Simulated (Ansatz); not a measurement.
`C=CCCC` at its PBE0-D4/def2-TZVP geometry, where that method's forces vanish. Charge 0, multiplicity 1.

```xyz
15

C     1.3291    1.8137    1.0101
C     0.4764    0.8016    0.9291
C     0.7399   -0.4771    0.2054
C    -0.1831   -0.7093   -0.9928
C    -1.6509   -0.8478   -0.6248
H     2.3103    1.7641    0.5469
H     1.0830    2.7254    1.5422
H    -0.4932    0.8973    1.4137
H     1.7813   -0.4900   -0.1301
H     0.6215   -1.3170    0.9027
H     0.1468   -1.6163   -1.5100
H    -0.0557    0.1152   -1.7020
H    -2.0453    0.0679   -0.1784
H    -1.8018   -1.6592    0.0934
H    -2.2580   -1.0684   -1.5056
```

(1) What forces (eV/Å) does ωB97M-V/def2-TZVPP give on these atoms in Ansatz? (Best estimate.)

## Answers

(1) Computed: 
```
C1   0.024  0.029  0.002
C2  -0.088  0.212  0.119
C3   0.152 -0.226  0.019
C4   0.119 -0.008 -0.203
C5  -0.202 -0.014  0.055
H6  -0.077 -0.012  0.029
H7   0.009 -0.078 -0.040
H8   0.071  0.001 -0.032
H9  -0.071  0.004  0.024
H10  0.011  0.066 -0.053
H11 -0.030  0.072  0.036
H12 -0.010 -0.056  0.051
H13  0.029 -0.062 -0.032
H14  0.017  0.056 -0.045
H15  0.045  0.017  0.069
```
